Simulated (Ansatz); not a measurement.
Basis-set extrapolation for `FC(F)=C(F)Cl` (PBE0-D4/def2-TZVP geometry, frozen core, the Gaussian-basis code of Ansatz). Multiplicity 1, RHF reference.

```csv
,def2-TZVPP,def2-QZVPP
HF,-833.661418,-833.690405
MP2 correlation,-1.231239,-1.343330
CCSD(T) correlation,-1.297761,-1.406890
```

Energies in hartree. Use E(X) = E(∞) + A·exp(−7.88·√X) for Hartree–Fock and E(X) = E(∞) + B·X^(−2.97) for correlation, with X = 3 and 4.

Problem. What is the CCSD(T) energy at the basis-set limit?

Solution. HF limit: -833.690405 + (-0.028987) × 0.13774 = -833.69440. Correlation limit: -1.406890 + (-0.109129) × 0.74074 = -1.48773. Total: -835.18213 hartree, 585.4 kJ/mol below CCSD(T)/def2-TZVPP.
